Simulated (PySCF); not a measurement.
NMR parameters of B(NH3)H3

B(NH3)H3, BH6N, point group C3v.

Bonds: B1-N2 1.635 Å. B1 carries H6, H7, H8; N2 carries H3, H4, H5.

GIAO calculations in PySCF on the PBE0-D3(BJ)/def2-SVP structure: isolated species, non-relativistic, equivalent atoms averaged; basis pcSseg-1.

Task: Give the isotropic shieldings (ppm) with KT2, PBE0.

Result: 
```
             atoms                         environment    KT2   PBE0
                N2           nitrogen bonded to B, 3 H  221.6  225.4
                B1              boron bonded to N, 3 H  122.8  124.9
          H3/H4/H5  hydrogen on a nitrogen bonded to B  28.70  28.82
          H6/H7/H8     hydrogen on a boron bonded to N  28.83  29.05
HOMO–LUMO gap (eV)                                   –   5.69   7.92
```

Task: And the chemical shifts, against references computed in the same way?

Result: 
```tsv
atoms	nucleus, reference	KT2	PBE0
N2	¹⁵N, NH3	42.7	40.3
B1	¹¹B, BF3·OEt2	-22.9	-24.2
H3/H4/H5	¹H, TMS	2.48	2.44
H6/H7/H8	¹H, TMS	2.34	2.22
```

Task: Which part of the shielding of N2 depends on the functional?

Result: Diamagnetic: KT2 314, PBE0 314 ppm; paramagnetic: KT2 -92, PBE0 -89 ppm. The diamagnetic part, set mainly by inner electrons, hardly moves; the paramagnetic part goes with low-lying magnetically allowed excitations and carries the spread.

Task: What couplings does B3LYP/pcJ-1 give?

Result: ¹J(B1,H6) = 110.8, ¹J(N2,H3) = -71.8, ¹J(B1,N2) = -2.2, ²J(H3,H4) = -11.8, ²J(H6,H7) = -8.9, ²J(B1,H3) = -2.7, ²J(N2,H6) = -2.7, ³J(H3,H6) = 6.3 Hz (averaged over equivalent pairs; isotopes ¹¹B, ¹H, ¹⁵N).

Experimental scales use liquid or dissolved standards, which lie at an offset from isolated NH3 (liquid NH3: subtract about 20 ppm).
